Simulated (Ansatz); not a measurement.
**CF (quartet): B97M-V, PBE0 over a scan of the distance C1–F2, 6-31G**

Aim: run CF (quartet) with these functionals over a scan of the distance C1–F2, and hold them against the top wave-function level at the same points.

Method: 6-31G, all electrons in the functionals; program: Ansatz 0.2.0, Gaussian basis.

The runs, in order: B97M-V, PBE0, at 1.079 Å; 1.181 Å; 1.316 Å; 1.446 Å; 1.625 Å; 1.859 Å; 2.133 Å; 2.464 Å; 2.824 Å; 3.500 Å; 4.396 Å.

18 further runs of the same task are left out: 14 that didn't finish, 4 set aside as unsound or not needed.

**1. What is computed**

The geometry derives from a PBE0/def2-TZVP stationary point (not a proven minimum). One bond is set to the value named and the two fragments are kept rigid.

2 atoms, charge 0, spin multiplicity 4.

Atoms are counted from 1 here; the program's logs count them from 0.

Bond lengths: C1–F2 1.316 Å.

No dispersion term is added; B97M-V holds VV10 nonlocal correlation.

The geometry shown and the zero of energy belong to the point 1.316 Å. The yardstick, FCI, and other wave-function levels (R restricted, U unrestricted, valence and pair active spaces) come from earlier runs.

**2. B97M-V, 1.079 Å**

in.yaml

```yaml
crystal:
  periodic: [false, false, false]
  atoms:
    - {symbol: C, position_ang: [0.000000, 0.000000, 0.000000]}
    - {symbol: F, position_ang: [0.000000, 0.000000, 1.079000]}
basis:
  gaussian: {orbitals: 6-31G}
magnetization: {spin_polarized: true, initial_magnetization: 3}
hamiltonian: {xc: {name: B97M-V}}
```

On the command line:

```console
> ansatz run in.yaml --threads 1 --pin off --events-out ev --progress --plain --max-ram 2393MiB
```

The runs that follow: B97M-V, 1.181 Å; B97M-V, 1.316 Å; B97M-V, 1.446 Å; B97M-V, 1.625 Å; B97M-V, 1.859 Å; B97M-V, 2.133 Å; B97M-V, 2.464 Å; B97M-V, 2.824 Å; B97M-V, 3.500 Å; B97M-V, 4.396 Å; PBE0, 1.079 Å; PBE0, 1.181 Å; PBE0, 1.316 Å; PBE0, 1.446 Å; PBE0, 1.625 Å; PBE0, 1.859 Å; PBE0, 2.133 Å; PBE0, 2.464 Å; PBE0, 2.824 Å; PBE0, 3.500 Å; PBE0, 4.396 Å.

Before running them: what should the planned runs give, taken together? Wanted: span of the FCI curve; largest miss, B97M-V; largest miss, PBE0.

**Answer**, as computed:

| quantity | value |
| --- | --- |
| span of the FCI curve | 354.5 kJ/mol |
| largest miss, B97M-V | -26.9 kJ/mol (1.079 Å) |
| largest miss, PBE0 | +43.0 kJ/mol (4.396 Å) |

**Reading.** Of the functionals, B97M-V keep the smallest largest miss at the points compared (at most 26.9 kJ/mol) and PBE0 strays most (43.0 kJ/mol, at 4.396 Å). Functionals and the yardstick converge differently with the basis, so part of each miss in 6-31G is the basis.
